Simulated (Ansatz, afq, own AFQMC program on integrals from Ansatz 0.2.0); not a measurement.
**Atomization energy of AlNH$_{2}$, triplet, worked out**

```xyz
4

Al    0.0000    0.0000    0.6865
N     0.0000    0.0000   -1.0849
H     0.0000    0.8334   -1.6498
H     0.0000   -0.8334   -1.6498
```

Connectivity, by distances: Al–NH2.

Basis cc-pVDZ. Noble-gas cores (and the filled d shells of Ga–Kr and In–Xe) are frozen. AFQMC by an in-house program on the Cholesky factors that Ansatz 0.2.0 writes for its CCSD(T) run. ph-AFQMC/CISD is guided by a CISD state made of CCSD amplitudes; releasing the constraint for a short imaginary time cuts its bias at the price of noise, slowly where states lie close. ± is one standard error of the sampling.

Total energies in eV. CBS is CCSD(T) at the limit of def2-TZVPP/QZVPP (extrapolated itself); the highest rung of each member is named.

Cautions: AlNH₂ (triplet): another spin lies lower.

| member | count | CCSD(T)/cc-pVDZ | highest rung in cc-pVDZ | which | CCSD(T)/CBS |
| --- | --- | --- | --- | --- | --- |
| Al (doublet) | +1 | -6583.0131 | -6583.0229 | FCI | -6583.4221 |
| N (quartet) | +1 | -1482.4355 | -1482.4402 | FCI | -1483.8573 |
| H (doublet) | +2 | -13.5861 | -13.5861 | FCI | -13.6059 |
| AlNH₂, triplet | -1 | -8101.0010 | -8101.0343 | CCSDT(Q) | -8104.4043 |

**Question.** Work out the best estimate of the atomization energy: the CCSD(T)/CBS difference plus the step from CCSD(T) to the highest rung.

**Answer.** Sums with the counts: CCSD(T)/CBS 9.9131 eV, highest rung 8.3990 eV, CCSD(T)/cc-pVDZ 8.3802 eV. The step is 8.3990 − 8.3802 = 0.0188 eV, so the best estimate is 9.9131 + (0.0188) = 9.9319 eV. The basis set is worth 1.533 eV of it. Zero-point, core-correlation and spin–orbit terms aren't in it. Past Ne the Hartree–Fock part of each CBS total tends to overshoot, since the cores don't follow the formula; that largely cancels in the difference.

Best estimates are given only where the step beyond CCSD(T) is under 0.3 eV and no member's determinant is very poor (T1 over 0.05, or 0.07 for open shells, ⟨S²⟩ too high by 0.3, two states mixed), so the hardest cases are missing from such tables.

CCSDT and higher add their correlation energy to the determinant of the CCSD(T) run, since their own runs factorise the integrals more tightly (a shift of under 2 meV). Each member of a difference takes its own highest rung, so a best estimate needn't equal the limit plus the step of one row.
